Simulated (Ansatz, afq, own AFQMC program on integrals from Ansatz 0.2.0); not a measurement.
Integrals from Ansatz 0.2.0, then the random walk in our own AFQMC program (afq).

```yaml
crystal:
  periodic: [false, false, false]
  atoms:
    - {symbol: B, position_ang: [-0.114887, 0.000009, 0.089052]}
    - {symbol: H, position_ang: [0.311423, 0.539087, -0.991887]}
    - {symbol: H, position_ang: [0.609492, -0.000048, 1.028622]}
    - {symbol: H, position_ang: [0.311340, -0.539134, -0.991888]}
basis:
  gaussian: {orbitals: cc-pVDZ}
magnetization: {spin_polarized: true, initial_magnetization: 2}
correlation: {method: ccsd_t, electrons: outside_noble_gas, hamiltonian_folder: ham}
```

```sh
$ ansatz run in.yaml --threads 1 --pin off --events-out ev --progress --plain --max-ram 1843MiB
```

Options of the walk:

```
--method phaseless --trial cisd --walkers 70 --populations 1 --least-time 40 --time-step 0.005 --steps-per-block 50 --equilibration-blocks 28 --max-blocks 300 --target-error 0.00029 --factor-cut 1e-05 --start spin_pure --seed 4824 --release-times 0.24,0.51,0.99,1.62,2.4 --release-step 0.03 --release-every 4 --taylor-order 6
```

Times are imaginary, in 1/Eh. The walk had a cap of 499 s.

Output of the walk:

```
orbitals 28  electrons 4 2  factors 211 of 261
reference energy -26.26090527 Eh
CCSD correlation -0.10642652 Eh in 10 cycles, weight of the determinant in the CISD state 0.9444
energy of the start -26.367276 Eh
 block  time / (1/Eh)  mean weight  energy / Eh
     1     0.250  1.0018  -26.366917
     2     0.500  1.0008  -26.367445
     3     0.750  1.0006  -26.368473
     4     1.000  1.0000  -26.368922
     5     1.250  0.9992  -26.368315
     8     2.000  0.9994  -26.369635
    13     3.250  0.9990  -26.369461
    25     6.250  1.0007  -26.370101
    33     8.250  1.0003  -26.373203
    37     9.250  1.0016  -26.369507
    49    12.250  1.0006  -26.370014
    61    15.250  0.9991  -26.370235
    65    16.250  0.9997  -26.368348
    73    18.250  0.9998  -26.369382
    85    21.250  0.9980  -26.371184
    97    24.250  0.9996  -26.368505
   109    27.250  1.0002  -26.369162
   121    30.250  1.0008  -26.369446
   133    33.250  1.0005  -26.370378
   145    36.250  1.0001  -26.370500
   157    39.250  0.9996  -26.369247
   169    42.250  1.0011  -26.368594
   181    45.250  1.0003  -26.369206
   185    46.250  1.0006  -26.369391
blocks merged  error / Eh  count
     1  0.000086  160
     2  0.000106  80
     4  0.000125  40
     8  0.000150  20
    16  0.000155  10
released: time / (1/Eh)  energy / Eh  error  mean overlap
  0.24  -26.369708  0.000095  1.0073
  0.51  -26.369781  0.000089  1.0139
  0.99  -26.369828  0.000107  1.0153
  1.62  -26.369733  0.000109  1.0222
  2.40  -26.369706  0.000123  1.0496
energy -26.369849 +/- 0.000150 Eh
(rows thinned)
```

The run passed its tests (sampling time, drift between the halves within three errors, error under three times the target), which doesn't prove that it has relaxed.

Against this walk (error 4.1 meV) on the same determinant: CCSD(T) 14.6 meV higher, CCSDT(Q) 0.3 meV lower (within the noise), full CI 0.6 meV lower (within the noise). The error is statistical and leaves out the bias of the constraint. Released to 2.40 1/Eh the energy moves by 4 ± 5 meV (both errors), within twice the noise.

Cautions: constraint bias not in the error; lower spins were not checked.

The walk took 72 s on 1 thread of Intel(R) Xeon(R) 6975P-C (Granite Rapids), on a shared host. The log's last line is the phaseless energy.

CCSDT and higher add their correlation energy to the determinant of the CCSD(T) run, since their own runs factorise the integrals more tightly (a shift of under 2 meV). A walk keeps the symmetry of its determinant, which the program's search chose and which needn't be the lowest solution, so a lower state of the same spin and another symmetry isn't excluded.
